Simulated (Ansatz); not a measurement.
```yaml
crystal:
  periodic: [false, false, false]
  atoms:
    - {symbol: F, position_ang: [0.908933, -0.820611, 1.334226]}
    - {symbol: C, position_ang: [0.275016, -0.572761, 0.212778]}
    - {symbol: F, position_ang: [0.199857, -1.643189, -0.530306]}
    - {symbol: C, position_ang: [-0.211603, 0.615963, -0.094202]}
    - {symbol: Cl, position_ang: [-1.032940, 0.915071, -1.559451]}
    - {symbol: H, position_ang: [-0.097263, 1.441529, 0.590856]}
basis:
  gaussian: {orbitals: def2-SVP}
total_charge: 1
magnetization: {spin_polarized: true, initial_magnetization: 1}
hamiltonian: {xc: {name: revPBE}}
accuracy: high
scf: {lower_state_search: full}
```

```sh
$ ansatz run in.yaml --threads 4 --pin off --events-out ev --progress --plain --max-ram 10444MiB
```

Shortened log:

```
Functional definition: revPBE
1708 factors; integrals over basis functions are off by at most 3.9e-9 eV
mean field evaluation 1: about -20009.7345 eV, gradient 5.1e1 eV
mean field evaluation 2: about -20009.7078 eV, gradient 5.1e1 eV
mean field evaluation 4: about -20021.0529 eV, gradient 1.3e1 eV
mean field evaluation 8: about -20021.7549 eV, gradient 4.5e-1 eV
mean field evaluation 16: about -20021.7518 eV, gradient 4.0e-4 eV
mean field evaluation 96: about -20021.7518 eV, gradient 7.4e-8 eV
mean field -20021.75182642 eV, -735.7858083899 hartree, gradient 1.7e-8 eV, S^2 0.751044; 8 other end points of the search recorded, 0 dependent functions left out
reference -20021.75182876 eV, -735.7858084761 hartree; 24, 23 occupied and 55, 56 virtual orbitals, 1708 factors
Total energy: -20021.75182876 eV, -735.7858084761 hartree
```

Run time 7.5 s (4 threads of an Intel Xeon Platinum 8488C on a shared host); peak host memory 0.38 GiB.
